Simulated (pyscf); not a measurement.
Single points on ωB97X-D3(BJ)/def2-SVP structures (PySCF, gas phase).

Problem. Estimate by transition-state theory the rate constant of HO–Ta(F)(F)(F)–F + H atom (H•) → water (H₂O) + [F–Ta(F)(F)–F]• (doublet surface; O–Ta broken, H–O formed) at 298 K, with ωB97M-D3(BJ)/def2-TZVP energies (ideal gas, 1 atm, RRHO with modes under 100 cm⁻¹ raised to 100, one conformer, R ln 2 for chiral ones without a mode under 150 cm⁻¹; no tunnelling).

Solution. The electronic barrier is 9.8 kcal/mol and the thermal terms add +8.6, so ΔG‡ = 18.4 kcal/mol. With k_BT/h = 6.21e+12 s⁻¹ and RT = 0.592 kcal/mol, and a volume of 4.06e-20 cm³ per molecule at 1 atm, k = 8.0e-21 cm³ molecule⁻¹ s⁻¹. Wigner's tunnelling factor for 787i cm⁻¹ would be 1.60, likely too low at so high a frequency. A shift of 1 kcal/mol in the barrier changes k by a factor 5.4. On the product side the descent ends in an adduct with a O–Ta contact (not fully relaxed), 19.3 kcal/mol under the separated species and 33.6 kcal/mol under the saddle at ωB97X-D3(BJ)/def2-TZVP. What is counted as broken (O–Ta) persists as a longer contact in the product adduct; parting that adduct is a step of its own. At the saddle there is also a short H–Ta contact that neither side keeps. This is the saddle that the search found; another between the same sides may lie lower. The angle at the attacked O is 61° (front-side attack). Open-shell species with a d-block atom are single-reference here; other states, and whether the spin sits on metal or ligand, were not checked. Elements past Kr carry the def2 core potentials, without spin-orbit coupling.
